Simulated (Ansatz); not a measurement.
System: zinc-blende HgSe. Method: PBE-D3(BJ) in Ansatz (PAW).

Settings: plane-wave cutoff 520 eV, 10×10×10 k mesh, Fermi–Dirac smearing 0.01 eV, scalar-relativistic PAW data made under PBE.

Pressure at four volumes; x = ln(V/29.391 Å³). One pressure is withheld.

```json
[
 {"V (Å³/atom)": "27.628", "x": "-0.0619", "P (GPa)": "3.51"},
 {"V (Å³/atom)": "29.391", "x": "0.0000", "P (GPa)": "0.00"},
 {"V (Å³/atom)": "30.567", "x": "0.0392", "P (GPa)": "-1.72"},
 {"V (Å³/atom)": "31.155", "x": "0.0583", "P (GPa)": "?"}
]
```

Q: Pass a parabola P(x) through the three rows shown, estimate the bulk modulus and its pressure derivative near zero pressure, and predict the withheld pressure.

A: Slopes between the rows: (0.00 − (3.51))/(0.0000 − (-0.0619)) = -56.70 and (-1.72 − (0.00))/(0.0392 − (0.0000)) = -43.88 GPa. Their difference over the span 0.1011 is c = 12.82/0.1011 = 126.8 GPa, so P(x) = 3.51 + (-56.70)(x − (-0.0619)) + 126.8 (x − (-0.0619))(x − (0.0000)). At the middle row B = −dP/dx = −[-56.70 + 126.8 × 0.0619] = 48.9 GPa, and B′ = dB/dP = 2c/B = 5.2. At x = 0.0583 the parabola gives -2.42 GPa; the run gives -2.44 GPa. The Birch–Murnaghan fit to the energies at all volumes has B0 = 48.5 GPa and B′ = 5.0.

Measured, for comparison: bulk modulus 50 GPa (temperature not stated, no zero-point or thermal correction, our sources range from 48.5 to 51.6; as tabulated in Toher et al. (2017), arXiv:1611.05714). Computed (rounded) less measured: bulk modulus -3 % (inside the range of the sources held).

Spin–orbit coupling is not included; it can open a gap where bands touch, and shift volumes and moduli.

Ansatz is a first-principles code.
